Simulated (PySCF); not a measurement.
# NO: from the state search to spectroscopic constants, part 2 of 2

PySCF 2.14.0; N cc-pVTZ, O cc-pVTZ; no relativity.

**8. r²SCAN0 (hybrid meta-GGA)**

The SCF at the reference distance, 1.143 Å, printed:

```text
******** <class 'pyscf.dft.uks_symm.SymAdaptedUKS'> ********
method = SymAdaptedUKS
initial guess = minao
damping factor = 0
level_shift factor = 0
DIIS = <class 'pyscf.scf.diis.CDIIS'>
diis_start_cycle = 1
diis_space = 10
diis_damp = 0
SCF conv_tol = 1e-09
SCF conv_tol_grad = None
SCF max_cycles = 60
direct_scf = False
max_memory 909 MB (current use 354 MB)
number electrons alpha = 8  beta = 7
XC library pyscf.dft.libxc version 7.0.0
    S. Lehtola, C. Steigemann, M. J.T. Oliveira, and M. A.L. Marques.,  SoftwareX 7, 1–5 (2018)
XC functionals = HYB_MGGA_XC_R2SCAN0
    M. Bursch, H. Neugebauer, S. Ehlert, and S. Grimme.,  J. Chem. Phys. 156, 134105 (2022)
small_rho_cutoff = 0
Set gradient conv threshold to 3.16228e-05
init E= -129.851510707416
cycle= 1 E= -129.852013144385  delta_E= -0.000502  |g|= 0.0159  |ddm|= 0.085
cycle= 2 E= -129.851729273497  delta_E= 0.000284  |g|= 0.0331  |ddm|= 0.0455
cycle= 3 E= -129.852113405387  delta_E= -0.000384  |g|= 0.00177  |ddm|= 0.0295
cycle= 4 E= -129.852115196787  delta_E= -1.79e-06  |g|= 0.00083  |ddm|= 0.00356
cycle= 5 E= -129.852115714811  delta_E= -5.18e-07  |g|= 0.00024  |ddm|= 0.00194
cycle= 6 E= -129.852115835512  delta_E= -1.21e-07  |g|= 0.000118  |ddm|= 0.000779
cycle= 7 E= -129.852115881475  delta_E= -4.6e-08  |g|= 5.9e-05  |ddm|= 0.000539
cycle= 8 E= -129.852115897293  delta_E= -1.58e-08  |g|= 2.31e-05  |ddm|= 0.000395
cycle= 9 E= -129.85211589978  delta_E= -2.49e-09  |g|= 5.52e-06  |ddm|= 0.000201
cycle= 10 E= -129.852115899822  delta_E= -4.2e-11  |g|= 5.01e-07  |ddm|= 2.47e-05
Extra cycle  E= -129.852115899822  delta_E= -1.14e-13  |g|= 4.99e-07  |ddm|= 1.27e-06
converged SCF energy = -129.852115899822  <S^2> = 0.75507857  2S+1 = 2.0050721
```

Re = 1.136 Å, ωe = 2066 cm⁻¹, ωexe = 12.0 cm⁻¹, αe = 0.0153 cm⁻¹, Be = 1.751 cm⁻¹, De = 6.00 eV, μ = 0.08 D.

**9. r²SCANh**

The SCF at the reference distance, 1.143 Å, printed:

```text
******** <class 'pyscf.dft.uks_symm.SymAdaptedUKS'> ********
method = SymAdaptedUKS
initial guess = minao
damping factor = 0
level_shift factor = 0
DIIS = <class 'pyscf.scf.diis.CDIIS'>
diis_start_cycle = 1
diis_space = 10
diis_damp = 0
SCF conv_tol = 1e-09
SCF conv_tol_grad = None
SCF max_cycles = 60
direct_scf = False
max_memory 909 MB (current use 354 MB)
number electrons alpha = 8  beta = 7
XC library pyscf.dft.libxc version 7.0.0
    S. Lehtola, C. Steigemann, M. J.T. Oliveira, and M. A.L. Marques.,  SoftwareX 7, 1–5 (2018)
XC functionals = HYB_MGGA_XC_R2SCANH
    M. Bursch, H. Neugebauer, S. Ehlert, and S. Grimme.,  J. Chem. Phys. 156, 134105 (2022)
small_rho_cutoff = 0
Set gradient conv threshold to 3.16228e-05
init E= -129.865973392369
cycle= 1 E= -129.866297289992  delta_E= -0.000324  |g|= 0.00723  |ddm|= 0.0561
cycle= 2 E= -129.86622820461  delta_E= 6.91e-05  |g|= 0.016  |ddm|= 0.02
cycle= 3 E= -129.866316349266  delta_E= -8.81e-05  |g|= 0.00169  |ddm|= 0.0149
cycle= 4 E= -129.866317901246  delta_E= -1.55e-06  |g|= 0.000521  |ddm|= 0.0029
cycle= 5 E= -129.866318204675  delta_E= -3.03e-07  |g|= 0.000229  |ddm|= 0.00125
cycle= 6 E= -129.866318322212  delta_E= -1.18e-07  |g|= 0.000116  |ddm|= 0.000844
cycle= 7 E= -129.866318360656  delta_E= -3.84e-08  |g|= 2.89e-05  |ddm|= 0.000659
cycle= 8 E= -129.86631836295  delta_E= -2.29e-09  |g|= 8.17e-06  |ddm|= 0.000176
cycle= 9 E= -129.866318363031  delta_E= -8.1e-11  |g|= 1.26e-06  |ddm|= 3.14e-05
Extra cycle  E= -129.866318363031  delta_E= -2.27e-13  |g|= 2.13e-06  |ddm|= 3.49e-06
converged SCF energy = -129.866318363031  <S^2> = 0.75412049  2S+1 = 2.0041163
```

Re = 1.143 Å, ωe = 2003 cm⁻¹, ωexe = 12.2 cm⁻¹, αe = 0.0157 cm⁻¹, Be = 1.727 cm⁻¹, De = 6.35 eV, μ = 0.12 D. 8.2 s of CPU time for 12 points, integrals apart.

**10. TPSSh (hybrid meta-GGA)**

The SCF at the reference distance, 1.143 Å, printed:

```text
******** <class 'pyscf.dft.uks_symm.SymAdaptedUKS'> ********
method = SymAdaptedUKS
initial guess = minao
damping factor = 0
level_shift factor = 0
DIIS = <class 'pyscf.scf.diis.CDIIS'>
diis_start_cycle = 1
diis_space = 10
diis_damp = 0
SCF conv_tol = 1e-09
SCF conv_tol_grad = None
SCF max_cycles = 60
direct_scf = False
max_memory 909 MB (current use 354 MB)
number electrons alpha = 8  beta = 7
XC library pyscf.dft.libxc version 7.0.0
    S. Lehtola, C. Steigemann, M. J.T. Oliveira, and M. A.L. Marques.,  SoftwareX 7, 1–5 (2018)
XC functionals = TPSSH
    V. N. Staroverov, G. E. Scuseria, J. Tao, and J. P. Perdew.,  J. Chem. Phys. 119, 12129 (2003)
small_rho_cutoff = 0
Set gradient conv threshold to 3.16228e-05
init E= -129.941352391591
cycle= 1 E= -129.941657563036  delta_E= -0.000305  |g|= 0.011  |ddm|= 0.0586
cycle= 2 E= -129.941654414144  delta_E= 3.15e-06  |g|= 0.0102  |ddm|= 0.0311
cycle= 3 E= -129.94167038187  delta_E= -1.6e-05  |g|= 0.00852  |ddm|= 0.0182
cycle= 4 E= -129.941694900995  delta_E= -2.45e-05  |g|= 0.000593  |ddm|= 0.0076
cycle= 5 E= -129.941695025535  delta_E= -1.25e-07  |g|= 7.06e-05  |ddm|= 0.000683
cycle= 6 E= -129.941695030256  delta_E= -4.72e-09  |g|= 2.58e-05  |ddm|= 0.00015
cycle= 7 E= -129.941695031836  delta_E= -1.58e-09  |g|= 1.07e-05  |ddm|= 0.000109
cycle= 8 E= -129.941695032075  delta_E= -2.39e-10  |g|= 2.88e-06  |ddm|= 5.23e-05
Extra cycle  E= -129.941695032061  delta_E= 1.34e-11  |g|= 7.56e-06  |ddm|= 9.5e-06
converged SCF energy = -129.941695032061  <S^2> = 0.75330284  2S+1 = 2.0033001
```

Re = 1.151 Å, ωe = 1951 cm⁻¹, ωexe = 12.4 cm⁻¹, αe = 0.0161 cm⁻¹, Be = 1.706 cm⁻¹, De = 6.49 eV, μ = 0.13 D.

**11. UHF (mean field)**

The SCF at the reference distance, 1.143 Å, printed:

```text
******** <class 'pyscf.scf.uhf_symm.SymAdaptedUHF'> ********
method = SymAdaptedUHF
initial guess = minao
damping factor = 0
level_shift factor = 0
DIIS = <class 'pyscf.scf.diis.CDIIS'>
diis_start_cycle = 1
diis_space = 10
diis_damp = 0
SCF conv_tol = 1e-09
SCF conv_tol_grad = None
SCF max_cycles = 60
direct_scf = False
max_memory 909 MB (current use 354 MB)
number electrons alpha = 8  beta = 7
Overwritten attributes  get_k get_j get_hcore get_jk get_occ  of <class 'pyscf.scf.uhf_symm.SymAdaptedUHF'>
<class 'pyscf.scf.uhf_symm.SymAdaptedUHF'> does not have attributes  refdm
Set gradient conv threshold to 3.16228e-05
init E= -129.285950037179
cycle= 1 E= -129.296293350652  delta_E= -0.0103  |g|= 0.0445  |ddm|= 0.279
cycle= 2 E= -129.297120559741  delta_E= -0.000827  |g|= 0.022  |ddm|= 0.0868
cycle= 3 E= -129.297350517967  delta_E= -0.00023  |g|= 0.013  |ddm|= 0.0296
cycle= 4 E= -129.297448217132  delta_E= -9.77e-05  |g|= 0.00427  |ddm|= 0.0202
cycle= 5 E= -129.297482131675  delta_E= -3.39e-05  |g|= 0.00291  |ddm|= 0.0116
cycle= 6 E= -129.297508031157  delta_E= -2.59e-05  |g|= 0.00234  |ddm|= 0.00902
cycle= 7 E= -129.29753714061  delta_E= -2.91e-05  |g|= 0.00201  |ddm|= 0.0112
cycle= 8 E= -129.297576572938  delta_E= -3.94e-05  |g|= 0.0017  |ddm|= 0.0179
cycle= 9 E= -129.297614283389  delta_E= -3.77e-05  |g|= 0.00137  |ddm|= 0.0207
cycle= 10 E= -129.297666909742  delta_E= -5.26e-05  |g|= 0.000445  |ddm|= 0.0549
cycle= 11 E= -129.297668365801  delta_E= -1.46e-06  |g|= 9.28e-05  |ddm|= 0.00905
cycle= 12 E= -129.297668393679  delta_E= -2.79e-08  |g|= 2.62e-05  |ddm|= 0.0012
cycle= 13 E= -129.297668394439  delta_E= -7.6e-10  |g|= 7.08e-06  |ddm|= 0.000154
Extra cycle  E= -129.297668394483  delta_E= -4.39e-11  |g|= 4.1e-06  |ddm|= 1.24e-05
converged SCF energy = -129.297668394483  <S^2> = 0.78133222  2S+1 = 2.0310906
```

No constants are quoted: the points don't follow one smooth fit.

**12. Correlated methods on the Hartree–Fock reference**

Reference: UHF; core orbitals frozen: 2.

Log of the coupled-cluster run at 1.143 Å:

```text
******** <class 'pyscf.cc.uccsd.UCCSD'> ********
CC2 = 0
CCSD nocc = (np.int64(6), np.int64(5)), nmo = (58, 58)
frozen orbitals [[0, 1], [0, 1]]
max_cycle = 80
direct = 0
conv_tol = 1e-07
conv_tol_normt = 1e-05
diis_space = 8
diis_start_cycle = 0
diis_start_energy_diff = 1e+09
max_memory 909 MB (current use 405 MB)
Init t2, MP2 energy = -0.395691800687019
Init E_corr(UCCSD) = -0.395691800698373
cycle = 1  E_corr(UCCSD) = -0.382868426183344  dE = 0.0128233745  norm(t1,t2) = 0.0930736
cycle = 2  E_corr(UCCSD) = -0.399104533990373  dE = -0.0162361078  norm(t1,t2) = 0.0311763
cycle = 3  E_corr(UCCSD) = -0.398103820379853  dE = 0.00100071361  norm(t1,t2) = 0.0201012
cycle = 4  E_corr(UCCSD) = -0.400525662596689  dE = -0.00242184222  norm(t1,t2) = 0.0108984
cycle = 5  E_corr(UCCSD) = -0.400939786867506  dE = -0.000414124271  norm(t1,t2) = 0.00394183
cycle = 6  E_corr(UCCSD) = -0.400627611260626  dE = 0.000312175607  norm(t1,t2) = 0.00186328
cycle = 7  E_corr(UCCSD) = -0.400709113765599  dE = -8.1502505e-05  norm(t1,t2) = 0.000519261
cycle = 8  E_corr(UCCSD) = -0.400703973750848  dE = 5.14001475e-06  norm(t1,t2) = 0.000125973
cycle = 9  E_corr(UCCSD) = -0.400700602243694  dE = 3.37150715e-06  norm(t1,t2) = 5.09794e-05
cycle = 10  E_corr(UCCSD) = -0.400702223130141  dE = -1.62088645e-06  norm(t1,t2) = 2.20826e-05
cycle = 11  E_corr(UCCSD) = -0.400702770006382  dE = -5.46876241e-07  norm(t1,t2) = 1.07063e-05
cycle = 12  E_corr(UCCSD) = -0.40070269481092  dE = 7.51954625e-08  norm(t1,t2) = 2.85613e-06
UCCSD converged
E(UCCSD) = -129.6983710892942  E_corr = -0.4007026948109199
UCCSD(T) correction = -0.0182354516669216
```

Correlation energy (eV) along the bond:

```tsv
R (Å)	MP2	SCS-MP2	CCSD	CCSD(T)	T1
0.983	-10.074	-9.815	n/a	n/a	n/a
1.029	-10.271	-10.002	-10.476	-10.880	0.013
1.074	-10.481	-10.201	-10.644	-11.083	0.016
1.109	-10.643	-10.354	-10.773	-11.241	0.018
1.143	-10.767	-10.471	-10.904	-11.400	0.025
1.177	-10.524	-10.223	-11.009	-11.523	0.050
1.223	-9.997	-9.693	-11.041	-11.581	0.078
1.280	-9.535	-9.238	-10.945	-11.525	0.095
1.349	-9.183	-8.903	-10.714	-11.340	0.103
1.440	-8.887	-8.626	n/a	n/a	n/a
```

UHF-MP2: No constants are quoted: the points don't follow one smooth fit.

UHF-SCS-MP2: No constants are quoted: the points don't follow one smooth fit.

UHF-CCSD: Re = 1.147 Å, ωe = 1992 cm⁻¹, ωexe = 13.6 cm⁻¹, αe = 0.0158 cm⁻¹, Be = 1.716 cm⁻¹, De = 5.85 eV.

UHF-CCSD(T): No constants are quoted: the points don't follow one smooth fit.

**13. All curves**

Energy (eV) from each level's lowest point:

```tsv
R (Å)	UHF	UHF-MP2	UHF-SCS-MP2	UHF-CCSD	UHF-CCSD(T)	PBE	r²SCAN	TPSSh	r²SCANh	PBE0	r²SCAN0
0.983	1.678	2.329	2.293	n/a	n/a	2.377	2.216	2.249	2.129	2.100	2.001
1.029	0.641	1.095	1.068	1.026	1.119	1.144	1.029	1.052	0.965	0.940	0.870
1.074	0.127	0.371	0.354	0.344	0.401	0.419	0.350	0.363	0.310	0.294	0.252
1.109	0.000	0.082	0.075	0.088	0.117	0.126	0.092	0.098	0.072	0.063	0.042
1.143	0.042	0.000	0.000	0.000	0.000	0.000	0.000	0.000	0.000	0.000	0.000
1.177	0.192	0.393	0.398	0.045	0.027	0.004	0.038	0.032	0.059	0.069	0.089
1.223	0.440	1.168	1.176	0.260	0.217	0.162	0.241	0.228	0.290	0.316	0.362
1.280	0.784	1.974	1.975	0.701	0.617	0.532	0.666	0.646	0.752	0.800	0.876
1.349	1.223	2.765	2.749	1.370	1.241	1.132	1.330	1.302	1.459	1.535	1.627
1.440	1.813	3.652	3.616	n/a	n/a	2.064	2.318	2.285	2.543	2.585	2.565
```

The whole job (state search and all levels along the bond) took 2 min on 1 thread of Intel Xeon 6975P-C (shared host), peak memory 1.1 GiB.

**14. Constants by level of theory**

This closing draws on all 2 parts.

Lowest PBE0 solution found, without spin–orbit coupling: ²Π (doublet), unpaired electrons π ↑. State 2 has its PBE0 minimum 4.51 eV higher. The other levels ran on the lowest alone.

```tsv
level	Re (Å)	ωe (cm⁻¹)	De (eV)	μ (D)
UHF-CCSD	1.147	1992	5.85	n/a
PBE	1.159	1891	7.47	0.18
r²SCAN	1.149	1958	6.60	0.14
TPSSh	1.151	1951	6.49	0.13
r²SCANh	1.143	2003	6.35	0.12
PBE0	1.141	2032	6.64	0.12
r²SCAN0	1.136	2066	6.00	0.08
```

De is counted to N + O in their ground configurations. A positive dipole means N(−)O(+). No constants: UHF (the points don't follow one smooth fit); UHF-MP2 (the points don't follow one smooth fit); UHF-SCS-MP2 (the points don't follow one smooth fit); UHF-CCSD(T) (the points don't follow one smooth fit).

Time per point (s) on 1 thread of Intel Xeon 6975P-C, shared host (CPU time, shared integrals of 0.071 s apart; correlated levels include their reference; CCSD comes with the CCSD(T) run); the times are rough: PBE 0.38, r²SCAN 1.2, TPSSh 0.67, r²SCANh 0.68, PBE0 1.2, r²SCAN0 1.5.

The methods spread over 0.023 Å in bond length, from r²SCAN0 to PBE. Among the levels with a De in the table, it runs from 5.85 eV (UHF-CCSD) to 7.47 eV (PBE).

Correlated steps freeze 2 core orbitals. T1 is 0.025 near the minimum (highest on the curve 0.103), which may point to more than one leading configuration.
